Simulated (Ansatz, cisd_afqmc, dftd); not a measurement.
Barrier from CH4FO- (complex or saddle point, singlet) to the saddle point below; all geometries are those of the NHTBH38 set.
```xyz
7

F      0.0549    -0.0136    -1.8498
C      0.0139    -0.0011    -0.0904
H      1.0804    -0.0009    -0.0012
H     -0.5155     0.9286    -0.0631
H     -0.5166    -0.9295    -0.0496
O      0.0336     0.0131     1.8953
H     -0.8944     0.0255     2.1423
```
Charge -1, spin multiplicity 1.

Property: barrier height (electronic, no zero-point energy), in kcal/mol. Radicals and triplets start from unrestricted determinants; spin-orbit coupling is neglected. Cores are frozen in correlated methods. Rows without X2C or -DK are non-relativistic. AFQMC is phaseless with a CISD trial state; ± is one standard error, without the phaseless bias. Outlying blocks are dropped, and bars are widened where a walk drifts. Over all cases where full CI ran beside it in this data, AFQMC minus full CI had a median of +0.1 mEh and passed +0.4 mEh in a tenth of the cases. CBS(X,Y): correlation extrapolated as X^-3, Hartree-Fock from the larger set. A bracket is a step between two methods taken in the basis named. The functionals are non-relativistic, so their misses hold any scalar relativity. Double hybrids freeze cores in their MP2 part. '+ core + X2C': CCSD(T) terms for core correlation (cc-pwCVTZ) and scalar relativity (cc-pVTZ-DK). def2-TZVPD holds few diffuse functions, which lowers the functionals' binding of the extra electron.

```tsv
level	program	barrier height (kcal/mol)	difference against the last row
HF/aug-cc-pVDZ	Ansatz	52.2	5.0
PBE-D4/def2-TZVPD	Ansatz + dftd4	42.9	-4.3
r2SCAN-D3(BJ)/def2-TZVPD	Ansatz + dftd3	44.4	-2.8
B2PLYP-D4/def2-TZVPD	Ansatz + dftd4	45.4	-1.8
MP2/aug-cc-pVQZ	Ansatz	47.7	0.5
CCSD/CBS(aug-cc-pVTZ,aug-cc-pVQZ)	Ansatz	49.8	2.6
CCSD(T)/aug-cc-pVTZ	Ansatz	46.9	-0.3
AFQMC/CISD/aug-cc-pVTZ	cisd_afqmc	46.4 ± 0.4	-0.8
CCSD(T)/CBS(aug-cc-pVTZ,aug-cc-pVQZ) + [AFQMC/CISD - CCSD(T)]/aug-cc-pVTZ + core + X2C	Ansatz + cisd_afqmc	47.2 ± 0.4	0.0
```

The bar of the level measured against applies to each difference.

Ansatz is an electronic-structure program.
